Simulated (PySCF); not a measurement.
**Electron affinity of H by level of theory**

H⁻ 1s2 (1S) → H 1s1 (2S), as a difference of total energies. Computed with PySCF 2.14 in x2c-TZVPPall with one added diffuse shell each of s, p type (4s3p1d, 18 functions), with scalar relativity by spin-free X2C-1e. Correlated levels: valence: nothing frozen. The calculations carry no spin-orbit coupling.

| method | electron affinity (eV) |
| --- | --- |
| UHF | -0.341 |
| LDA | 0.888 |
| PBE | 0.667 |
| r2SCAN | 0.685 |
| B3LYP | 0.884 |
| TPSSh | 0.745 |
| BP86 | 0.981 |
| MP2 (valence) | 0.390 |
| SCS-MP2 (valence) | 0.536 |

Q: Estimate what M06-L gives.

A: 0.598 eV, closest to SCS-MP2 (valence) among the rows shown.

Q: Estimate what PBE0 gives.

A: 0.590 eV, closest to SCS-MP2 (valence) among the rows shown.

Errors of the correlated levels include the incompleteness of this basis.

A negative affinity means that the anion lies above the atom at that level of theory.

In the anion the highest occupied orbital energy is positive at LDA, PBE, PBE0, r2SCAN, M06-L, B3LYP, TPSSh, BP86, a self-interaction effect; the basis confines that electron, and the energy difference can still be sensible.

For comparison: 0.754 eV (measured; photodetachment measurements, as compiled on the Wikipedia data page of electron affinities).
